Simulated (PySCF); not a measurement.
# FNO2 (Nitryl fluoride): the cost of one run

The runs use PySCF 2.14.0, with density-fitted response routines of our own; the level of theory stands in each step. All values are computed, except where a source is named. Atoms are numbered from 0 throughout.

### Step 1. Starting geometry

4 atoms, charge 0, multiplicity 1; geometry from: GFN2-xTB. The atoms were then displaced at random by about 0.01 Å, so the start is not that level's minimum.

Bonds of the start (Å): O0–N1 1.12, N1–O2 1.13, N1–F3 1.52.

### Step 2. Optimising the geometry at PBE0-D3(BJ)/def2-SVP

The job: settings as JSON, then the geometry in Å.

```
{"job": {"xc": "PBE0", "basis": "def2-SVP", "d3": "d3bj", "grid": 1, "shake": 0.01, "kind": "geom"}, "charge": 0, "multiplicity": 1}
O     -0.345930     1.078920     0.700370
N      0.108890     0.093100     0.435280
O      1.033280    -0.517340     0.663600
F     -0.758240    -0.680060    -0.542700
```

Started as:

```
> OMP_NUM_THREADS=1 python probes_run.py task.json out
```

The driver reads the jobs from task.json and runs them one after another.

Q: Estimate the wall time and peak memory of this first job on 1 thread of Arm Neoverse V2, shared host.

About 6.6 s, with a peak of 0.27 GiB.
